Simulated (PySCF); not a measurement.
# Towards the basis-set limit for LiAl

The task here is to estimate one member of a computed series from the others.

Program: PySCF 2.14.0. Level of theory: CCSD(T) on RHF, no relativity in the base curves; scalar relativity is added as a correction. These are calculated values, not measurements.

Set-up of the first run:

| Property | Result |
| --- | --- |
| molecule | LiAl |
| state | singlet, unpaired electrons none |
| smaller basis | Li cc-pVTZ, Al cc-pV(T+d)Z |
| larger basis | Li cc-pVQZ, Al cc-pV(Q+d)Z |
| frozen core orbitals | 6 |
| extrapolation | correlation as n⁻³ (n = 3, 4), Hartree–Fock as (n+1)·exp(−9√n) |
| corrections | core–valence correlation, scalar relativity |
| distances (Å) | 2.5629, 2.6794, 2.7959, 2.9124, 3.0289, 3.1745, 3.3201 |
| masses (u) | 7.0160, 26.9815 |
| dissociation limit | Li + Al |

The run is started by

```console
$ OMP_NUM_THREADS=4 python comp.py task.json out
```

One table of the session follows, with a row left open; its other results are not shown here.

Parts of the energy along the bond, in eV from Li + Al:

| R (Å) | HF/CBS | CCSD corr. | (T) | core–valence | relativity |
| --- | --- | --- | --- | --- | --- |
| 2.5629 | 0.096 | -0.983 | -0.0586 | -0.0118 | 0.0000 |
| 2.6794 | ? | ? | ? | ? | ? |
| 2.7959 | -0.061 | -0.936 | -0.0556 | -0.0039 | 0.0004 |
| 2.9124 | -0.078 | -0.919 | -0.0552 | -0.0011 | 0.0008 |
| 3.0289 | -0.068 | -0.906 | -0.0554 | 0.0010 | 0.0013 |
| 3.1745 | -0.025 | -0.895 | -0.0564 | 0.0030 | 0.0021 |
| 3.3201 | 0.041 | -0.888 | -0.0582 | 0.0043 | 0.0030 |

**Question.** Estimate the row for R (Å) = 2.6794.

Worked estimate for «HF/CBS». A straight line through the neighbours (2.5629, 0.096) and (2.7959, -0.061) gives 0.096 + (-0.061 − 0.096) × (2.6794 − 2.5629) / (2.7959 − 2.5629) = 0.018; a parabola fitted to 3 rows on both sides gives -0.003.

The run gave: HF/CBS: -0.007; CCSD corr.: -0.957; (T): -0.0567; core–valence: -0.0074; relativity: 0.0001. In «HF/CBS» the line misses by +0.025 and the parabola by +0.004.
